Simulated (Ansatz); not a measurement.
Born–Oppenheimer molecular dynamics of ClH₅Si₂ (8 atoms, charge 0, multiplicity 1). It starts from a relaxed structure.

Level of theory: RHF/def2-SVP in Ansatz.

* ensemble: NVE (velocity Verlet)
* time step: 0.5 fs
* steps asked: 166
* starting velocities drawn for: 100 K
* seed: 827923

First frame:

```xyz
8
Properties=species:S:1:pos:R:3
Si 0.022 -0.001 -0.066
Si -0.001 0.007 2.297
H -1.390 -0.174 2.779
H 0.844 -1.102 2.807
H 0.533 1.297 2.793
H 1.383 0.208 -0.602
Cl -1.181 1.570 -0.731
H -0.524 -1.258 -0.616
```

Question: How far do the bonds stretch over the last three quarters of this one trajectory? (Pairs bonded in most of those frames.)

Answer: 
| bond | mean (Å) | spread (Å) | shortest | longest |
| --- | --- | --- | --- | --- |
| Si1–Si2 | 2.362 | 0.009 | 2.35 | 2.37 |
| Si1–H6 | 1.478 | 0.003 | 1.47 | 1.48 |
| Si1–Cl7 | 2.087 | 0.009 | 2.07 | 2.10 |
| Si1–H8 | 1.477 | 0.010 | 1.46 | 1.49 |
| Si2–H3 | 1.481 | 0.012 | 1.46 | 1.50 |
| Si2–H4 | 1.488 | 0.029 | 1.44 | 1.53 |
| Si2–H5 | 1.485 | 0.027 | 1.44 | 1.52 |

Mean temperature of the second half: 47 K. The conserved energy stayed within 0.06 meV per atom of its start (net change 0.047 meV per atom), so the integration is sound. Over the second half the temperature averaged 0.47 of the 100 K drawn at the start: a run that starts near a minimum puts about half its kinetic energy into the potential. A run of 0.083 ps of so small a system gives no equilibrium averages.

The run took 2.1 min on 1 thread of Arm Neoverse V2, on a shared host, peak memory 0.13 GiB.
